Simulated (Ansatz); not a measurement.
Gas-phase electronic energies from Ansatz, PBE0-D4/def2-TZVP geometries. CCSD(T)/CBS is frozen-core, at the limit of the def2 triple- and quadruple-zeta sets. DFT in def2-TZVPP. Each species was taken in one conformer, which may not be the lowest.

Consider the ligand exchange at the Si–F bond: `O[Si]F` + HCl → `O[Si]Cl` + H–F.

```csv
level,ΔE (kcal/mol)
r2SCAN0-D4,9.5
LC-ωPBE,11.4
```

(1) What does CCSD(T)/CBS give? (An estimate is asked.)

(2) What do rigid-rotor, harmonic-oscillator terms from PBE0-D4/def2-TZVP frequencies (298.15 K, 1 bar) make of the CCSD(T)/CBS value? (Estimate.)

Largest T1 diagnostic among the species: 0.015.

Results:

(1) Computed: +9.7 kcal/mol. The listed levels differ from it by -0.2, 1.7 kcal/mol.

(2) The calculation gave: ΔZPE = +1.1 kcal/mol, ΔH = +11.0 kcal/mol, ΔS = -1 J/(mol·K), ΔG = +11.0 kcal/mol.

At CCSD(T), def2-SVP lies +1.6 kcal/mol from the extrapolated value and def2-TZVPP +1.1 kcal/mol. Leaving LDA and LC-ωPBE aside and taking each functional with its dispersion term where it has one, the values, not all of them listed here, spread over 5.0 kcal/mol, from revPBE-D4 to CAM-B3LYP-D4. The D4 term adds −1.1 kcal/mol with B3LYP and −0.5 kcal/mol with PBE0; it sums over pairs of atoms, weighted by their polarisabilities, and B3LYP, whose exchange is more repulsive, gets the larger term.

B3LYP here is the variant with VWN-RPA as its local correlation; programs differ in this.
